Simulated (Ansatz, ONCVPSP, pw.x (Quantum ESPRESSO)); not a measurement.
# Equation-of-state test of one ONCV potential (germanium)

* Element: Ge
* Generator: ONCVPSP 4.0.1.1 (patched build)
* Type: optimised norm-conserving Vanderbilt (ONCV)
* Functional: PBE
* Relativity: scalar-relativistic
* Frozen core: [Ar] 3d10
* Valence charge: 4
* Reference configuration: 4s2 4p2
* Partial waves: 4s: rc 1.65 bohr, ncon 5, nbas 9, qcut 4.8 1/bohr, 1 projector; 4p: rc 2.30 bohr, ncon 3, nbas 7, qcut 2.9 1/bohr, 1 projector; d scattering state at 0.45 Ha: rc 2.25 bohr, ncon 3, nbas 7, qcut 3.7 1/bohr, 1 projector
* Local potential: polynomial inside 1.35 bohr (lpopt 5, dvloc0 0 Ha)
* Core correction: Teter function, fcfact 2.25, rcfact 1.3

Atomic tests: cutoffs needed: 8.8 Ha and 12 Ha (the cutoffs (Ha) at which the residual kinetic energy of the hardest occupied pseudo-wave falls to 1 and 0.1 mHa per electron); ghost test: no bound ghost flagged; GHOST(+) flagged for s at 17.2 eV; largest excitation error: -70 meV (all-electron minus pseudo) for 4s1 4p0, out of 4 test configurations.

Crystal test: diamond Ge in pw.x 7.5, no spin, 8³ k-points, Fermi–Dirac smearing 0.01 Ry, cutoffs 50/200 Ry. The reference is all-electron LAPW (Ansatz 0.2.0) with the same functional, mesh and smearing; V0 and B0 come from Birch–Murnaghan fits to the pressures at five volumes. Errors are pseudo minus all-electron; Δ is the rms difference of the E(V) curves that follow from these fits, minima aligned, over ±6 % about the mean V0. Mesh and smearing are coarse, so the numbers serve the comparison and aren't converged zero-temperature values; the lattice is a test structure that the element need not adopt.

```
V (Å³/atom)  P all-electron (GPa)  P pseudo (GPa)
     22.753                  3.34            2.43
     23.352                  1.55            0.69
     23.951                  0.00           -0.82
     24.550                 -1.34           -2.13
     25.149                 -2.50           -3.26
```

All-electron: a0 = 5.765 Å (V0 = 23.95 Å³/atom), B0 = 57.6 GPa.

Pseudopotential: mean pressure error (GPa): -0.83; a0 (Å): 5.738; a0 error (%): -0.47; B0 error (%): +4.3; Δ (meV/atom): 4.3. The generator flags a localised state at positive energy (s at 17 eV).

Question: At the middle volume, how do free energy and pressure move when the wave cutoff is lowered (ecutrho kept at four times it)?

Answer:

```json
{"cutoff (Ry)": "22", "shift of F (meV/atom)": "+9.5", "shift of P (GPa)": "-0.19"}
{"cutoff (Ry)": "30", "shift of F (meV/atom)": "+3.6", "shift of P (GPa)": "-0.01"}
{"cutoff (Ry)": "40", "shift of F (meV/atom)": "+0.5", "shift of P (GPa)": "+0.01"}
```

The run at the middle volume (29 k-points, 7 iterations) took about 12 s on one core of a shared host (AMD EPYC 7R43 64-Core Processor, 256 threads, 1004 GiB, load 185).
